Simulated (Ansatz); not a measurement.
# BH3Cl− (SMILES [H][B-]([H])([H])Cl): levels of theory compared

Aim: a comparison of 6 runs (SVWN5/STO-3G, revPBE/STO-3G, wB97M-V/STO-3G, RPA@PBE/STO-3G, MP2/STO-3G, UMP2/STO-3G) of BH3Cl−. 

The results are computed with Ansatz 0.2.0.

6 further runs of the same task are left out: 6 that didn't finish.

## Step 1: The molecule

BH3Cl−: 5 atoms, total charge -1, spin state singlet. SMILES: `[H][B-]([H])([H])Cl`. The H3–B1 distance was set to 3.018 Å, away from the relaxed value. At this shape a bond of the SMILES string is far longer than usual.

Bond lengths: B1–Cl2 1.875 Å, B1–H4 1.208 Å, B1–H5 1.207 Å. Angles: Cl2–B1–H4 106.7°, Cl2–B1–H5 106.7°, H4–B1–H5 112.1°.

## Step 2: A single-point energy at SVWN5/STO-3G (run 1)

Input file run.yaml:

```yaml
crystal:
  periodic: [false, false, false]
  atoms:
    - {symbol: B, position_ang: [-1.731662, -0.012995, 0.365839]}
    - {symbol: Cl, position_ang: [-1.716782, -0.035765, 2.240179]}
    - {symbol: H, position_ang: [1.152300, 0.011380, -0.522240]}
    - {symbol: H, position_ang: [-2.317022, 0.991075, 0.035849]}
    - {symbol: H, position_ang: [-2.308362, -1.012205, 0.011769]}
basis:
  gaussian: {orbitals: STO-3G}
total_charge: -1
hamiltonian: {xc: {name: SVWN5}}
accuracy: high
```

Run with:

```console
$ ansatz run run.yaml --threads 1 --pin off --max-ram 2610MiB --events-out events.jsonl --progress --plain --runs-dir runs
```

The log of the run:

```text
Warning: RAYON_NUM_THREADS=1 ignored (pool sized by the plan → 1); use --threads N
Functional definition: SVWN5
  name "SVWN5"
  exchange = slater_x
  correlation = vwn5_c
281 factors; integrals over basis functions are off by at most 2.3e-8 eV
mean field evaluation 1: about -13040.0124 eV, gradient 1.8e1 eV
mean field evaluation 2: about -13020.9912 eV, gradient 4.2e1 eV
mean field evaluation 4: about -13041.3949 eV, gradient 2.7e1 eV
mean field evaluation 8: about -13041.6073 eV, gradient 1.7e1 eV
mean field evaluation 16: about -13045.5435 eV, gradient 1.7e-7 eV
mean field -13045.54345054 eV, -479.4148792206 hartree, gradient 6.7e-9 eV, S^2 0.000000; 0 other end points of the search recorded, 0 dependent functions left out
reference -13045.54345233 eV, -479.4148792861 hartree; 13, 13 occupied and 4, 4 virtual orbitals, 281 factors
Total energy: -13045.54345233 eV, -479.4148792861 hartree
```

Run time: 1.2 s. Hardware: 1 thread of Intel Xeon Platinum 8259CL at 2.50GHz (Skylake/Cascade Lake), shared host; peak memory 0.11 GiB.

## Step 3: A single-point energy at revPBE/STO-3G (run 2)

Edit run.yaml of step 2 so:

```diff
@@ -9,5 +9,7 @@
 basis:
-  gaussian: {orbitals: STO-3G}
+  gaussian:
+    orbitals: STO-3G
 total_charge: -1
-hamiltonian: {xc: {name: SVWN5}}
 accuracy: high
+hamiltonian:
+  xc: {name: revPBE}
```

Run with:

```console
$ ansatz run run.yaml --threads 1 --pin off --max-ram 2610MiB --events-out events.jsonl --progress --plain --runs-dir runs
```

The log of the run:

```text
Warning: RAYON_NUM_THREADS=1 ignored (pool sized by the plan → 1); use --threads N
Functional definition: revPBE
  name "revPBE"
  parameter kappa = 1.245
  parameter beta = 0.06672455060314922
  exchange = pbe_x(kappa = kappa, mu = beta*pi^2/3)
  correlation = pbe_c(beta = beta)
281 factors; integrals over basis functions are off by at most 2.3e-8 eV
mean field evaluation 1: about -13088.7383 eV, gradient 1.8e1 eV
mean field evaluation 2: about -13068.6739 eV, gradient 4.3e1 eV
mean field evaluation 4: about -13089.5976 eV, gradient 2.8e1 eV
mean field evaluation 8: about -13091.1452 eV, gradient 1.5e1 eV
mean field evaluation 16: about -13094.1309 eV, gradient 1.5e-7 eV
mean field -13094.13088482 eV, -481.2004344965 hartree, gradient 6.2e-9 eV, S^2 0.000000; 0 other end points of the search recorded, 0 dependent functions left out
reference -13094.13088712 eV, -481.2004345809 hartree; 13, 13 occupied and 4, 4 virtual orbitals, 281 factors
Total energy: -13094.13088712 eV, -481.2004345809 hartree
```

Run time: 1.9 s. Hardware: 1 thread of Intel Xeon Platinum 8259CL at 2.50GHz (Skylake/Cascade Lake), shared host; peak memory 0.11 GiB.

Runs 3 to 5 aren't shown in full; the table further down has their settings and results.

## Step 4: The energy at UMP2/STO-3G (run 6)

Edit run.yaml of step 3 so:

```diff
@@ -9,7 +9,6 @@
 basis:
-  gaussian:
-    orbitals: STO-3G
+  gaussian: {orbitals: STO-3G}
 total_charge: -1
+magnetization: {spin_polarized: true}
+correlation: {method: mp2, frozen_orbitals: {B: 1, Cl: 5, H: 0}}
 accuracy: high
-hamiltonian:
-  xc: {name: revPBE}
```

Run with:

```console
$ ansatz run run.yaml --threads 1 --pin off --max-ram 2610MiB --events-out events.jsonl --progress --plain --runs-dir runs
```

The log of the run (excerpt; [...] marks lines left out):

```text
Warning: RAYON_NUM_THREADS=1 ignored (pool sized by the plan → 1); use --threads N
Functional definition: HF
  name "HF"
[...]
281 factors; integrals over basis functions are off by at most 2.3e-8 eV
[...]
mean field -13073.85932120 eV, -480.4554682741 hartree, gradient 7.8e-9 eV, S^2 0.976310; 4 other end points of the search recorded, 0 dependent functions left out
6 core orbitals not correlated: weight in the atoms' cores, before any rotation towards them, 1.000 or more for the frozen orbitals, at most 0.000 for the correlated occupied ones
reference -13073.85932120 eV, -480.4554682741 hartree; 7, 7 occupied and 4, 4 virtual orbitals, 281 factors
second order -0.87312969 eV of doubles, -0.00000000 eV of singles
Total energy: -13074.73245089 eV, -480.4875551982 hartree
```

It took 0.57 s on 1 thread of Intel Xeon Platinum 8259CL at 2.50GHz (Skylake/Cascade Lake), shared host.

## Step 5: Overview of the runs

```csv
run,level,frozen core orbitals,energy (Eh),wall time
1,SVWN5/STO-3G,–,-479.414879,1.2 s
2,revPBE/STO-3G,–,-481.200435,1.9 s
3,wB97M-V/STO-3G,–,-481.276382,13 s
4,RPA@PBE/STO-3G,6,-480.543390,2.3 s
5,MP2/STO-3G,6,-480.439141,0.29 s
6,UMP2/STO-3G,6,-480.487555,0.57 s
```

## Step 6: Results

```
                                          quantity          value
                               run 6: total energy  -480.48756 Eh
run 6: correlation energy (6 core orbitals frozen)      -32.1 mEh
          run 6: ⟨S²⟩ of the reference determinant          0.976
```

Totals of different functionals can't be ranked against each other. In runs 4, 5 the log says that unrestricted orbitals would lower the reference, so the values rest on an unstable closed-shell determinant (other closed-shell runs at this shape may share the fault). In runs 1, 2, 3, 4, 5, 6 the basis is minimal, so the values are rough. Spin contamination of the reference: run 6 ⟨S²⟩ = 0.98. Where it is this large, the reference is a mixture of spin states, and values that rest on it are in doubt. All runs together took 20 s, the longest 13 s.
